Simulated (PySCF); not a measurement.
**Working with the constants of SO⁻**

UHF-CCSD(T) constants of SO⁻, ²Π (doublet), unpaired electrons π ↑ (basis S aug-pcseg-1, O aug-pcseg-1; no relativity; PySCF 2.14; masses 31.9721 and 15.9949 u):

| Property | Result |
| --- | --- |
| ωe | 843.3 cm⁻¹ |
| ωexe | 6.05 cm⁻¹ |
| Be | 0.59432 cm⁻¹ |
| αe | 0.00551 cm⁻¹ |
| D (centrifugal) | 1.18e-06 cm⁻¹ |

Give the vibrational terms G(v) and spacings up to v = 6.

G(v) = ωe(v+½) − ωexe(v+½)².

| v | G(v) (cm⁻¹) | G(v) − G(v−1) | Bv (cm⁻¹) |
| --- | --- | --- | --- |
| 0 | 420 |  | 0.5916 |
| 1 | 1251 | 831 | 0.5861 |
| 2 | 2070 | 819 | 0.5805 |
| 3 | 2877 | 807 | 0.5750 |
| 4 | 3672 | 795 | 0.5695 |
| 5 | 4455 | 783 | 0.5640 |
| 6 | 5226 | 771 | 0.5585 |

Correlated steps freeze 6 core orbitals. The CCSD T1 diagnostic is raised, a sign that a single reference may not be enough here. The state was picked by a PBE0 search and need not be the measured ground state.
